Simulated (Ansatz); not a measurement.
Process, species as SMILES: Cl[C](Cl)Cl → C atom + 3 Cl atom
B3LYP-D3(BJ)/def2-TZVP geometries, fixed; electronic energies without zero-point terms.
Largest species:
```
C
Cl 1 1.7155
Cl 1 1.7155 2 117.13
Cl 1 1.7155 2 117.13 3 146.94
```
Charge 0, spin multiplicity 2.

Effect of the final integration grid (spheres per factor e of radius in core and valence, angular degree) at PBE0/aug-cc-pV(T+d)Z with Ansatz (a first-principles code), against the last row, where the atomisation energy is 253.24 kcal/mol. Open shells are unrestricted. The default's grid is 13, 11, 36.

```tsv
setting	largest shift of a total energy (mEh)	shift of the atomisation energy (kcal/mol)
accuracy: medium (default)	0.000	0.000
final_grid: 4, 3, 11	-0.472	-0.857
final_grid: 6, 5, 17	0.029	-0.008
final_grid: 8, 7, 23	0.014	-0.009
final_grid: 10, 9, 29	0.000	0.000
final_grid: 18, 15, 47	0.000	0.000
final_grid: 26, 22, 59	0.000	0.000
```

Within 0.3 kcal/mol in the atomisation energy: accuracy: medium (default); final_grid: 6, 5, 17; final_grid: 8, 7, 23; final_grid: 10, 9, 29; final_grid: 18, 15, 47. The largest shift is 0.472 mEh in a total energy and 0.857 kcal/mol in the difference.
